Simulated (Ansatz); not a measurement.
One starting cell of Nb (a generated trial cell of Nb in the bcc structure type) was relaxed twice with Ansatz (plane waves, PAW, scalar-relativistic): with PBEsol at 420 eV and with PBE at 420 eV. The PBEsol result:

```yaml
crystal:
  lattice:
    - [-1.63563, 1.63563, 1.63563]
    - [1.63563, -1.63563, 1.63563]
    - [1.63563, 1.63563, -1.63563]
  atoms:
    - { symbol: Nb, position: [0.00000, 0.00000, 0.00000] }
```

```csv
quantity,PBEsol,PBE
space group,Im-3m,Im-3m
volume (Å³/atom),17.50,…
a (Å),3.271,…
"gap (eV, no spin-orbit coupling)",0.00,…
pressure at 130 % of the level's own volume (GPa),-28.9,…
pressure at 115 % of the level's own volume (GPa),-19.7,…
```

Q: Fill in the PBE column.

A: 
- volume (Å³/atom), PBE: 18.13
- a (Å), PBE: 3.310
- gap (eV, no spin-orbit coupling), PBE: 0.00
- pressure at 130 % of the level's own volume (GPa), PBE: -26.8
- pressure at 115 % of the level's own volume (GPa), PBE: -18.2

Both levels end in the same structure; PBE's volume is 3.6 % larger. Neither column is exact.

No spin polarisation in the result.

Measured for Nb: a 3.294 Å (static lattice; corrected from measurement; as listed in Daniel Mejia-Rodriguez, S. B. Trickey, Phys. Rev. B (2018)). Computed minus measured — a: PBEsol -0.7 %, PBE +0.5 %. The computed values are for a static lattice.

The run could not lose the symmetry of its start.

Ansatz is a program for electronic structure.
